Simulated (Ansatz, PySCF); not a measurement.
This PySCF input computes a B3LYP/def2-TZVPD energy:

```python
from pyscf import gto, scf, dft

mol = gto.M(
    atom='''
    C    -0.00000000   -0.00000000   -0.47198407
    C     0.00000000    0.00000000    0.72801579
    H    -0.00000000   -0.00000000   -1.53619029
    ''',
    basis='def2-tzvpd',
    charge=0,
    spin=1,
    symmetry='C2v',
    verbose=4,
)

mf = dft.UKS(mol, xc='b3lyp').density_fit(auxbasis='def2-universal-jkfit')
mf.grids.level = 3
mf.conv_tol = 1e-9
mf.max_cycle = 100
mf.max_memory = 1500
mf.kernel()
if not mf.converged:
    mf = mf.newton()
    mf.kernel(mf.make_rdm1())
mf.analyze()
```

Question: Write an input for the same energy in Ansatz (a first-principles code) and say what it gives.

Answer: 
Ansatz 0.2 input:
```yaml
crystal:
  periodic: [false, false, false]
  atoms:
    - {symbol: C, position_ang: [-0.00000000, -0.00000000, -0.47198407]}
    - {symbol: C, position_ang: [0.00000000, 0.00000000, 0.72801579]}
    - {symbol: H, position_ang: [-0.00000000, -0.00000000, -1.53619029]}
basis:
  gaussian:
    orbitals: def2-TZVPD
hamiltonian:
  xc: {name: B3LYP}
magnetization: {spin_polarized: true, initial_magnetization: 1}
output: {forces: true}
```
It gives -76.63934 Eh, and PySCF -76.63935 Eh, a difference of 0.01 mEh.

It need not be the lowest isomer of its formula.
